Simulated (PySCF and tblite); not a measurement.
Values are calculated unless marked as measured or tabulated.
C₄H₆O, numbered as in [CH2:1]=[C:2]([CH3:3])[CH:4]=[O:5].

Level: PBE0-D3(BJ)/def2-TZVP//PBE0-D3(BJ)/def2-SVP, thermal terms from GFN2-xTB, symmetry numbers and mirror pairs counted. Conformers within 4 kcal/mol (GFN2-xTB free energy) were kept, 5 at most. (PySCF 2.14, tblite 0.8.)

Rotational constants are equilibrium values for the commonest isotopes; dipoles come from the energy level named.

Torsions listed: C3–C2–C4–O5.

| conformer | shape | symmetry | weight % |
| --- | --- | --- | --- |
| 1 | 1° | Cs | 99.8 |
| 2 | -179° | Cs | 0.2 |

Sets of constants, in random order:

```
set  A (MHz)  B (MHz)  C (MHz)  abs μa (D)  abs μb (D)  abs μc (D)
  P     9538     4058     2898        2.93        0.47        0.02
  Q     8646     4424     2980        2.82        0.67        0.03
```

Q: Match each set to its conformer.

A: P is conformer 2, Q is conformer 1.
